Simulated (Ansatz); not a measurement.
Input for Ansatz (development build ahead of 0.2.0):

```yaml
crystal:
  periodic: [false, false, false]
  atoms:
    - { symbol: Al, position_ang: [0.0, 0.0, 0.0] }
    - { symbol: Al, position_ang: [1.54908, 2.06544, 4.4718] }
basis:
  gaussian: { orbitals: "6-31G" }
hamiltonian:
  xc: hf
correlation:
  method: fci
  frozen_orbitals: { Al: 5 }
```

The input is written out in the form of the current development build from the run's settings.

Results

- Converged: yes
- Total energy: -483.77081 hartree
- State: lowest singlet root, of any spatial symmetry
